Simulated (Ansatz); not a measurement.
Worked example: the step energy

An elementary step of Si2H6Cl, doublet (SiH₃Cl ([SiH3][Cl]) + SiH₃ → SiH₂Cl ([SiH2][Cl]) + SiH₄; H–Si broken or loosened, H–Si formed or tightened). “Start” and “end” are the PBE0-D4/def2-TZVP structures reached by relaxing down either side of its saddle point, with the molecules still in contact.

Program: Ansatz 0.2.0. Basis: def2-TZVPP and def2-QZVPP. Cores are frozen in the correlated methods; orbitals are unrestricted.

Energies in eV:

| quantity | end | start |
| --- | --- | --- |
| Hartree–Fock, triple zeta (X = 3) | -28323.86799 | -28323.88966 |
| Hartree–Fock, quadruple zeta (X = 4) | -28324.71866 | -28324.73922 |
| MP2 correlation, X = 3 | -11.99195 | -11.98432 |
| MP2 correlation, X = 4 | -13.02498 | -13.01757 |
| CCSD(T) correlation, X = 3 | -14.18871 | -14.17375 |

Q: Work out the step energy at the basis limit: extrapolate Hartree–Fock as E(X) = E∞ + A exp(−7.88 √X) and the MP2 correlation as E(X) = E∞ + B X^−2.97 (the exponents that Neese and Valeev fitted for def2-TZVPP and QZVPP), then add CCSD(T) − MP2 in triple zeta.

A: Each step is linear, so take the differences first (end − start): Hartree–Fock 0.02167 (X = 3) and 0.02056 (X = 4); MP2 correlation -0.00763 and -0.00741; CCSD(T) correlation -0.01496.
Two points give E∞ = E(4) + w [E(4) − E(3)], with w = 1/(exp(7.88 (2 − √3)) − 1) = 0.1377 for Hartree–Fock and w = 1/((4/3)^2.97 − 1) = 0.7407 for the correlation.
Hartree–Fock: 0.02056 + 0.1377 × (-0.00111) = 0.0204 eV.
MP2 correlation: -0.00741 + 0.7407 × 0.00022 = -0.0072 eV.
CCSD(T) − MP2: -0.01496 − (-0.00763) = -0.0073 eV.
Sum: 0.0204 + (-0.0072) + (-0.0073) = 0.0059 eV, or 0.14 kcal/mol. Plain CCSD(T) in triple zeta gives 0.0067 eV, so the larger basis shifts the result by -0.0008 eV.

No T1 diagnostic of these runs exceeds 0.014. ⟨S²⟩ of the unrestricted Hartree–Fock references: 0.75 to 0.78 (a pure state has 0.75).

Radical steps of this kind take place in plasma deposition and etching.

Labels in which every atom is bracketed show which atoms are joined, not bond orders.

For scale, one of the runs: CCSD(T)/def2-TZVPP, 210 basis functions (an equivalent command: `ansatz run in.yaml --threads 4`). Time: 98 s of wall clock on 4 CPU threads; the host was shared. Peak host memory: 6.5 GiB.
